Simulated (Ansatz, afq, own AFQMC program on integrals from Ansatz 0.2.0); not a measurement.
# SiPH$_{4}$, doublet in def2-TZVP, levels against CCSDT(Q)

```xyz
6

Si   -0.6346   -0.3632   -0.3900
P     1.0845    0.0028    1.0242
H    -1.8727   -0.6238    0.4147
H    -0.3289   -1.5762   -1.2168
H     0.6567    1.3025    1.4327
H     1.9854    0.4890    0.0287
```

Connectivity, by distances: SiH2–PH2.

Basis def2-TZVP. Noble-gas cores (and the filled d shells of Ga–Kr and In–Xe) are frozen. AFQMC by an in-house program on the Cholesky factors that Ansatz 0.2.0 writes for its CCSD(T) run. ph-AFQMC/CISD is guided by a CISD state made of CCSD amplitudes; releasing the constraint for a short imaginary time cuts its bias at the price of noise, slowly where states lie close. Uncertainties: one standard error, sampling alone.

Determinant: UHF, the one that the program's search chose, which needn't be the lowest solution. The geometry is a PBE0/def2-SVP stationary point of this or a neighbouring charge and spin state.

No full CI on the walks' own integrals is used here; CCSDT(Q) serves as the reference and is uncertain by about the last step of the cluster series.

```
T1 diagnostic                               : 0.0181
weight of the determinant in the CISD state : 0.845
⟨S²⟩ of the determinant                     : 0.761
size of the correlated space                : 13 electrons in 88 orbitals
```

```
  level  correlation energy (eV)
    MP2                  -6.8334
   CCSD                  -8.0746
CCSD(T)                  -8.3912
```

Estimate where phaseless AFQMC with a CISD trial lies against CCSD(T) on the same integrals.

35.3 ± 5.5 meV below CCSD(T).

Reference: CCSDT(Q), correlation energy -8.450 eV. The released energy is read at 1.50 1/Eh (meV from the phaseless value at times in 1/Eh: -7 ± 5 at 0.24, -14 ± 6 at 0.50, -22 ± 3 at 1.00, -22 ± 5 at 1.50).

```json
{"level": "CCSD(T)", "E − E(reference) (meV)": "58.9", "share of correlation (%)": "99.30"}
{"level": "CCSDT", "E − E(reference) (meV)": "16.2", "share of correlation (%)": "99.81"}
{"level": "ph-AFQMC/CISD", "E − E(reference) (meV)": "23.5 ± 5.5", "share of correlation (%)": "99.72"}
{"level": "released AFQMC", "E − E(reference) (meV)": "1.9 ± 4.7", "share of correlation (%)": "99.98"}
```

Released energies are given only where the last usable release times agree within the noise; a slower fall can still hide under it.
